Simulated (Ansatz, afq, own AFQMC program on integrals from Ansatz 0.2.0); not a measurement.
## ZrCl⁺, triplet: AFQMC among the cluster methods

```xyz
2

Zr    0.0000    0.0000    0.0000
Cl    0.0000    0.0000    2.3446
```

Basis def2-SVP with its core potentials. Only valence electrons are correlated. Ansatz 0.2.0 and our own AFQMC program on the same integrals; the CISD trial comes from CCSD amplitudes, and released means the phaseless constraint is let go. ± is one standard error of the sampling. No spin–orbit coupling. The metal's outer-core s and p shells are frozen, which shifts wave-function levels against functionals.

Determinant: UHF, the one that the program's search chose, which needn't be the lowest solution. The geometry is a PBE0/def2-TZVP stationary point of this or a neighbouring charge and spin state.

No full CI on the walks' own integrals is used here; CCSDT(Q) serves as the reference and is uncertain by about the last step of the cluster series.

Cautions: no spin-orbit coupling; outer-core shells of the metal frozen; lower spins were not checked; higher spins were not checked; the released energies have errors that jump between times, so the bars are unsure, so no released level is given (meV from the phaseless value at times in 1/Eh: -11.7 ± 1.6 at 0.60, 41 ± 55 at 1.20, -23 ± 4 at 2.00, -32 ± 17 at 3.00, -2510 ± 2412 at 4.20), though the last usable value meets CCSDT(Q) within the noise.

```
T1 diagnostic                               : 0.0284
weight of the determinant in the CISD state : 0.908
⟨S²⟩ of the determinant                     : 2.011
size of the correlated space                : 10 electrons in 40 orbitals
```

| level | correlation energy (eV) |
| --- | --- |
| MP2 | -4.4460 |
| CCSD | -4.8495 |
| CCSD(T) | -5.0284 |

(1) Estimate where phaseless AFQMC with a CISD trial lies against CCSD(T) on the same integrals.

(1) 0.42 ± 0.07 kcal/mol below CCSD(T).

Reference: CCSDT(Q), correlation energy -5.068 eV.

```csv
level,E − E(reference) (kcal/mol),share of correlation (%)
CCSD(T),0.92,99.21
CCSDT,0.44,99.63
ph-AFQMC/CISD,0.50 ± 0.07,99.57
```

A walk keeps the symmetry of its determinant, which the program's search chose and which needn't be the lowest solution, so a lower state of the same spin and another symmetry isn't excluded.
